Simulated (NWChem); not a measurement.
System: C₃H₈O; SMILES CCOC

```xyz
12

C      0.4811     1.5619     0.1552
C     -0.6199     0.5869    -0.2638
O     -0.5366    -0.6794     0.3715
C      0.4865    -1.5121    -0.1291
H      0.3093     2.5442    -0.3007
H      0.4878     1.6827     1.2437
H      1.4738     1.2203    -0.1576
H     -1.5987     0.9880     0.0216
H     -0.6211     0.4604    -1.3602
H      1.4947    -1.1207     0.0755
H      0.3897    -1.6641    -1.2172
H      0.3833    -2.4789     0.3715
```
Atoms are numbered in this order, from 1.

All runs: NWChem. Geometry optimised at B3LYP/6-31G*; all other runs use it. Pople sets run with spherical d functions.

```json
[
 {"quantity": "dipole in solution (D) in n-hexane", "level": "B3LYP/6-31G*, SMD", "value": "…"},
 {"quantity": "vertical, lowest excitation, singlet (eV)", "level": "CAM-B3LYP/def2-SVPD, TDA", "value": "7.21"},
 {"quantity": "isotropic polarisability (bohr³), static", "level": "CAM-B3LYP/def2-SVPD", "value": "…"},
 {"quantity": "−ε(HOMO) (eV)", "level": "PBE/def2-SVP", "value": "5.52"},
 {"quantity": "dipole (D)", "level": "B3LYP/6-31G*", "value": "…"},
 {"quantity": "highest harmonic frequency (cm⁻¹)", "level": "B3LYP/6-31G*", "value": "3132"}
]
```

### Question
Complete the blanks.

### Answer

- dipole in solution (D) in n-hexane, value: 1.39
- isotropic polarisability (bohr³), static, value: 44.6
- dipole (D), value: 1.27
